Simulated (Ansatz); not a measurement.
# CHOS radical (SMILES O=C[S]): single points off equilibrium

The task here is to estimate one member of a computed series from the others.

Computed with Ansatz 0.2.0, Gaussian basis. Level: single points in def2-TZVPP.

Correlated methods freeze the cores. Orbitals are unrestricted.

## The system as given

SMILES `O=C[S]`, 4 atoms, charge 0, spin multiplicity 2.

Atoms are counted from 1 here; the program's logs count them from 0.

Bond lengths: O1–C2 1.206 Å, C2–S3 1.748 Å, C2–H4 1.068 Å. Angles: O1–C2–S3 136.6°, O1–C2–H4 124.5°, S3–C2–H4 97.6°.

Geometry (Å):

```
O    -0.9186    0.5713    0.8305
C    -0.1580    0.0956    0.0240
S     1.1242   -1.0927    0.0348
H     0.0502    0.5200   -0.9337
```

Set-up of the first run:

run/in.yaml reads:

```yaml
crystal:
  periodic: [false, false, false]
  atoms:
    - {symbol: O, position_ang: [-0.918600, 0.571300, 0.830500]}
    - {symbol: C, position_ang: [-0.158000, 0.095600, 0.024000]}
    - {symbol: S, position_ang: [1.124200, -1.092700, 0.034800]}
    - {symbol: H, position_ang: [0.050200, 0.520000, -0.933700]}
basis:
  gaussian: {orbitals: def2-TZVPP}
magnetization: {spin_polarized: true, initial_magnetization: 1}
correlation: {method: ccsd_t}
scf: {omitted_lower_state_checks: [cluster_reference]}
output: {forces: true}
```

The command line of these runs was not kept.

Steps of the session up to this table: CCSD(T)/def2-TZVPP; PBE0-D4/def2-TZVPP; wB97M-V/def2-TZVPP; r2SCAN-D4/def2-TZVPP; PBE-D4/def2-TZVPP; LC-wPBE/def2-TZVPP; BHLYP-D4/def2-TZVPP.

One of the session's tables, all rows but one given; the rest of the session is left out.

| method | RMS force component (eV/Å) | angle to CCSD(T) forces (°) | dipole (D) |
| --- | --- | --- | --- |
| CCSD(T) | 0.724 | reference | 1.99 |
| PBE0-D4 | 0.968 | 23.6 | 2.04 |
| wB97M-V | 0.905 | 20.7 | 2.11 |
| r2SCAN-D4 | 0.917 | 22.2 | 1.84 |
| PBE-D4 | 0.963 | 31.5 | 1.61 |
| LC-wPBE | 0.956 | 24.5 | 2.16 |
| BHLYP-D4 | ? | ? | ? |

**Question.** Estimate the row for BHLYP-D4.

**Answer.** RMS force component (eV/Å): 1.102; angle to CCSD(T) forces (°): 37.2; dipole (D): 2.32. In the column «RMS force component (eV/Å)» it is the highest.
